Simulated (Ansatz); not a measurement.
Geometry optimisation, RKS BHLYP-D4/def2-SVP (Ansatz 0.2.0).

Input file:

```yaml
crystal:
  periodic: [false, false, false]
  atoms:
    - { symbol: B, position_ang: [0.0, 0.0, 0.0] }
    - { symbol: H, position_ang: [0.6594, 0.0, 1.2237] }
    - { symbol: C, position_ang: [1.7899, 0.0, 0.1905] }
    - { symbol: H, position_ang: [2.1194, -1.0462, 0.0203] }
    - { symbol: H, position_ang: [1.6534, 0.508, -0.7869] }
    - { symbol: H, position_ang: [2.5594, 0.5381, 0.7823] }
    - { symbol: C, position_ang: [-1.3856, 0.0, -0.8] }
    - { symbol: H, position_ang: [-1.9458, -0.9305, -0.5708] }
    - { symbol: H, position_ang: [-1.9898, 0.8797, -0.4946] }
    - { symbol: H, position_ang: [-1.1839, 0.0508, -1.8903] }
basis:
  gaussian: { orbitals: def2-SVP }
hamiltonian:
  xc: { name: BHLYP }
  dispersion: d4
relax:
  f_tol: 0.15
  max_steps: 25
  restrain:
    - { distance: [1, 2], at: 2.31, k: 30.0 }
    - { distance: [0, 1], at: 1.19, k: 30.0 }
    - { distance: [0, 2], at: 1.6, k: 30.0 }
```

Command:

```bash
$ ansatz run input.yaml --threads 2 --pin off --max-ram 3072MiB --backend cpu --events-out ev --progress --plain --runs-dir out
```

Problem. Where does it end, and by what steps?

Solution. It converged. The restraints hold the end off the free minimum. After 6 steps the energy has fallen by 5.536 eV (the restraints' own energy left out); H2 moved furthest, 0.77 Å.

| step | energy less start (eV) | largest force component (eV/Å) | accepted |
| --- | --- | --- | --- |
| 0 | 0.0000 | 6.057 | yes |
| 1 | -2.0233 | 4.406 | yes |
| 2 | -3.4066 | 3.006 | yes |
| 3 | -4.7018 | 1.635 | yes |
| 4 | -5.4905 | 0.599 | yes |
| 5 | -5.5298 | 0.751 | yes |
| 6 | -5.5361 | 0.699 | yes |

```xyz
10
Properties=species:S:1:pos:R:3
B 0.112 -0.004 0.293
H -0.059 -0.116 1.467
C 1.631 0.043 -0.127
H 1.988 -0.998 -0.077
H 1.828 0.401 -1.141
H 2.242 0.602 0.590
C -1.111 0.016 -0.675
H -1.707 -0.894 -0.526
H -1.781 0.839 -0.394
H -0.866 0.109 -1.736
```

Whether the end is a true minimum wasn't checked by a vibrational analysis.

The run took 7.3 s on 2 threads of Arm Neoverse V2, on a shared host, peak memory 0.14 GiB.
